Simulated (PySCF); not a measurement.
Isomers of C4H6S.

All values: PBE0/def2-SVPD (PySCF) at PBE0-D3(BJ)/def2-SVP geometries, gas phase, one conformer each. Core orbitals are frozen in the response; Δα² is half the sum of the squared differences of the principal polarisabilities.

Question: Rank by mean static polarisability, highest first.
A. `[CH2:1]=[CH:2][S:3][CH:4]=[CH2:5]` with C1–C2–S3–C4 -172°, C2–S3–C4–C5 -172°
B. `[CH3:1][CH2:2][CH:3]=[C:4]=[S:5]` with C1–C2–C3–C4 -114°
C. `[S:1]=[CH:2][CH:3]1[CH2:4][CH2:5]1` with S1–C2–C3–C4 -146°
D. `C1=CCSC1`

Answer: A (11.39 Å³), B (11.11 Å³), C (10.69 Å³), D (9.61 Å³).

Question: Rank by polarisability anisotropy Δα, lowest first.
A. `[CH3:1][CH2:2][CH:3]=[C:4]=[S:5]` with C1–C2–C3–C4 -114°
B. `[CH2:1]=[CH:2][S:3][CH:4]=[CH2:5]` with C1–C2–S3–C4 -172°, C2–S3–C4–C5 -172°
C. `[S:1]=[CH:2][CH:3]1[CH2:4][CH2:5]1` with S1–C2–C3–C4 -146°
D. `C1=CCSC1`

Answer: D (3.44 Å³), C (6.76 Å³), A (8.70 Å³), B (10.38 Å³).

All values together:

```
  SMILES  μ (D)  HOMO (eV)  LUMO (eV)  α (Å³)  Δα (Å³)  ΔSCF removal energy (eV)
S=CC1CC1   3.46      -6.38      -2.04   10.69     6.76                      8.50
C1=CCSC1   1.85      -6.23       0.14    9.61     3.44                      8.40
 CCC=C=S   1.82      -6.29      -2.11   11.11     8.70                      8.33
 C=CSC=C   1.12      -6.12      -0.24   11.39    10.38                      8.00
```

Conformers: `[S:1]=[CH:2][CH:3]1[CH2:4][CH2:5]1` with S1–C2–C3–C4 -146°; `[CH3:1][CH2:2][CH:3]=[C:4]=[S:5]` with C1–C2–C3–C4 -114°; `[CH2:1]=[CH:2][S:3][CH:4]=[CH2:5]` with C1–C2–S3–C4 -172°, C2–S3–C4–C5 -172°.
